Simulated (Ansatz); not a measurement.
**Forces away from equilibrium**

LiBHO (SMILES [Li][B]=[OH+]) (charge +1), closed shell, displaced at random from its PBE0-D4/def2-TZVP minimum.

Li1  (-2.458, 0.677, 0.124)
B2  (-0.272, 0.082, 0.035)
O3  (0.885, -0.408, -0.057)
H4  (1.842, -0.359, -0.128)
(Å)

Ansatz 0.2.0; basis: def2-TZVPP; cores frozen in the correlated methods. The outer core shell of Li, Na, Mg and K is correlated.

CCSD(T) forces from the calculation:
```csv
atom,Fx,Fy,Fz (eV/Å)
Li1,0.081,0.003,0.014
B2,0.183,-0.101,-0.060
O3,-0.174,0.026,0.031
H4,-0.091,0.072,0.015
```

**Question.** Which atom feels the largest CCSD(T) force, and how large is it?

**Answer.** B2, 0.22 eV/Å, along (0.84, -0.46, -0.27).

Root-mean-square difference of the force components from those of CCSD(T): PBE-D4 0.205; r2SCAN-D4 0.154; PBE0-D4 0.226; wB97M-V 0.175 eV/Å.

T1 diagnostic: at most 0.015. These are differences at one structure, and CCSD(T) in triple zeta is itself an approximation.

For scale, one of the runs: CCSD(T)/def2-TZVPP forces, 95 basis functions (an equivalent command: `ansatz run in.yaml --threads 2`). The run took about 3.7 s on 2 CPU threads (shared host).
